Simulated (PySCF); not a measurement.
Structure with atom numbers: `[CH:1]#[C:2][CH2:3][CH2:4][C:5]#[N:6]`. Each H is labelled by its parent atom.

PySCF calculation with J: B3LYP/pcJ-1 (spin–dipole term only in couplings to heteroatoms), coordinates at the PBE0-D3(BJ)/def2-SVP level and σ from GIAO-PBE0/pcSseg-1; no relativistic terms, no solvent, rapidly exchanging positions averaged, one conformer.

Q: List the cross peaks expected in HSQC, COSY and HMBC spectra.

A: 

HSQC (one-bond C–H):
```
          δH         δC  ¹J(C,H) (Hz)
2.44 (H(C3))  18.5 (C3)           141
2.23 (H(C4))  18.2 (C4)           143
2.00 (H(C1))  77.6 (C1)           275
```

COSY cross peaks (|J| ≥ 2 Hz):
```
          δH            δH  abs. J (Hz)  bonds
2.44 (H(C3))  2.23 (H(C4))          8.4      3
2.44 (H(C3))  2.00 (H(C1))          4.1      4
```

HMBC (two and three bonds, |J| ≥ 2.5 Hz):
```
          δH                                                     δC [abs. J in Hz]
2.44 (H(C3))  122.7 (C5) [2.7], 83.4 (C2) [11.0], 77.6 (C1) [5.1], 18.2 (C4) [5.5]
2.23 (H(C4))                    122.7 (C5) [9.7], 83.4 (C2) [3.0], 18.5 (C3) [5.3]
2.00 (H(C1))                                     83.4 (C2) [52.6], 18.5 (C3) [4.0]
```

δ = σ(ref) − σ, references computed at the same level: TMS for ¹H and ¹³C.

Unscaled 3J(H,H) at this level run about 10 % above measured values. Shifts are as computed. Against solution values, carbons near 30 ppm lie about +2 ppm off and those near 130 ppm about +5 ppm. Of 1211 compounds with measured shifts, 218 miss one by over three times the rms of a fit or turn the order of signals round; such compounds aren't used in these exercises. Across freely rotating sp3–sp3 bonds, 3J(H,H) is taken as (2 J gauche + J anti)/3 from the one conformer, which assumes equal rotamer populations.
